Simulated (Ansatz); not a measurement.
# BSiNH (doublet): the correlation ladder, cc-pVDZ

An exercise on one series of results from a longer session: the logs are not shown, and one member is left open.

Program: Ansatz 0.2.0, Gaussian basis. Level of theory: cc-pVDZ, core rule «outside noble gas», up to 7 orbitals frozen. These are calculated values, not measurements.

To be run: UHF; CCSD(T) on ROHF; CCSD(T) on UHF; BCCD(T) on ROHF; CISD as a restricted active space (open shells left free, so some higher excitations enter); CCSDT(Q) on ROHF; CCSDT(Q) on UHF; CASSCF and MRCISD+Q, 9 electrons in 9 orbitals; CASSCF and NEVPT2, 9 electrons in 9 orbitals.

18 further runs of the same task are left out: 8 that didn't finish, 10 set aside as unsound or not needed. Runs told in other sessions of the task aren't counted.

## What is computed

The geometry is a PBE0/def2-TZVP stationary point (not a proven minimum) of the parent state, kept for this charge and spin.

4 atoms, charge 0, spin multiplicity 2.

Atoms are counted from 1 here; the program's logs count them from 0.

Bond lengths: B1–Si2 1.920 Å, Si2–N3 1.668 Å, Si2–H4 1.486 Å. Angles: B1–Si2–N3 121.8°, B1–Si2–H4 115.6°, N3–Si2–H4 122.6°.

Geometry (Å):

```xyz
4
BHNSi
B     0.00000   -0.56450    1.71794
Si    0.00000    0.37005    0.04093
N     0.00000   -0.43965   -1.41768
H     0.00000    1.85296    0.13359
```

The first run:

The input, in.yaml:

```yaml
crystal:
  periodic: [false, false, false]
  atoms:
    - {symbol: B, position_ang: [0.000000, -0.564500, 1.717940]}
    - {symbol: Si, position_ang: [0.000000, 0.370053, 0.040934]}
    - {symbol: N, position_ang: [0.000000, -0.439646, -1.417676]}
    - {symbol: H, position_ang: [0.000000, 1.852957, 0.133591]}
basis:
  gaussian: {orbitals: cc-pVDZ}
magnetization: {spin_polarized: true, initial_magnetization: 1}
hamiltonian: {xc: hf}
output: {orbitals: {seedname: orbitals}}
```

Command:

```
> ansatz run in.yaml --threads 1 --pin off --events-out ev --progress --plain --max-ram 2393MiB
```

Among the steps run: UHF; CCSD(T) on ROHF; CCSD(T) on UHF; BCCD(T) on ROHF; CISD as a restricted active space (open shells left free, so some higher excitations enter); CCSDT(Q) on ROHF; CCSDT(Q) on UHF; CASSCF and MRCISD+Q, 9 electrons in 9 orbitals; CASSCF and NEVPT2, 9 electrons in 9 orbitals.

One of the session's tables, all rows but one given; the rest of the session is left out.

```
   method  from RCCSDT(Q) (meV)
     ROHF               +9845.6
     RMP2               +2133.1
     UMP2               +2462.5
     CISD               +1938.8
    RCCSD                +693.7
    UCCSD                +686.2
 RCCSD(T)                +232.7
 UCCSD(T)                +306.3
  BCCD(T)                +238.9
   RCCSDT                +108.4
   UCCSDT                     ?
RCCSDT(Q)                     0
UCCSDT(Q)                 +27.3
```

**Question.** Estimate the row for UCCSDT.

**Answer.** from RCCSDT(Q) (meV): +121.7. In the column «from RCCSDT(Q) (meV)» it lies between RCCSDT (+108.4) and RCCSD(T) (+232.7).

Not comparable, so not listed: CASSCF and NEVPT2, 9 electrons in 9 orbitals (they don't share determinant, frozen orbitals or solution with the rows shown, or repeat one).

Limits of these values: The determinant of CCSD(T) (⟨S²⟩ 2.18) is far from a pure spin state, so its energy mixes those of several spin states; high orders of coupled cluster remove much of that, low ones don't. The determinant of CCSDT(Q) (⟨S²⟩ 2.18) is far from a pure spin state, so its energy mixes those of several spin states; high orders of coupled cluster remove much of that, low ones don't. Left out of the table: CASSCF frontier, MRCISD frontier, MRCISD+Q frontier (the active space lost an orbital or holds another state than full CI finds). Left out of the table: UHF (another determinant or state than the rows shown). Warnings: spin contamination; coupled cluster took another determinant than the lowest; large T1 diagnostic. Restricted and unrestricted rows rest on different reference determinants; a gap between their highest levels can come from leftover correlation error, from unlike frozen cores or from another state. Warnings in the runs' records: passed over end.
